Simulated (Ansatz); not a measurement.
Working through a polarisability from point charges of C₂H₄FN, SMILES C=NCF

Computed with the Python package of Ansatz (0.2.0).

Input file `c2h4fn.xyz`:
```text
8

C    -1.17330    0.33020   -0.13900
N    -0.50750   -0.69090   -0.20590
C     0.88050   -0.44670    0.03320
F     1.14660    0.53160    0.98320
H    -2.30630    0.29940   -0.33710
H    -0.82330    1.40020    0.05060
H     1.45610   -0.13840   -0.86350
H     1.41930   -1.34260    0.42260
```

At the Python prompt:
```pycon
>>> import ansatz as az
>>> import numpy as np
>>> geometry = az.Crystal.molecule_from_extxyz("c2h4fn.xyz")
>>> job = (
...     geometry.calculation()
...     .basis(gaussian="def2-SVPD")
...     .functional("pbe")
...     .forces()
... )
>>> # charges +q and -q at -R and +R make a nearly even field 2 k q / R^2 at the centre
>>> centre = np.mean([site.position_ang for site in geometry.cartesian_sites], axis=0)
>>> field = 2 * 14.399645 * 3.0 / 30.0 ** 2
>>> def dipole(axis, sign):
...     arm = 30.0 * np.eye(3)[axis]
...     pair = [{"charge": sign * 3.0, "position_ang": (centre - arm).tolist()}, {"charge": -sign * 3.0, "position_ang": (centre + arm).tolist()}]
...     deck = job.input().set(az.key.basis.gaussian.point_charges, pair)
...     return np.array(az.Session.from_dict(deck).plan().execute().report["charge_distribution"]["dipole_moment_e_ang"])
...
>>> print(f"field {field:.4f} V/A")
field 0.0960 V/A
>>> alpha = np.array([(dipole(axis, 1) - dipole(axis, -1)) / (2 * field) * 14.399645 for axis in range(3)])
>>> print("polarisability tensor (A^3)")
polarisability tensor (A^3)
>>> print(np.array2string(alpha, precision=3, suppress_small=True))
[[ 6.544 -0.744  0.258]
 [-0.742  5.416  0.195]
 [ 0.254  0.196  4.202]]
>>> print(f"mean {np.trace(alpha) / 3:.3f} A^3 = {np.trace(alpha) / 3 / 0.14818471:.2f} bohr^3")
mean 5.387 A^3 = 36.35 bohr^3
```

The geometry is a force-field or estimated start, not a minimum of this method, and the basis set is short of its limit. The field of two point charges is only nearly even. Wall time of the script: 16 s on 1 thread of Arm Neoverse V1, with other jobs on the host, peak memory 0.19 GiB.
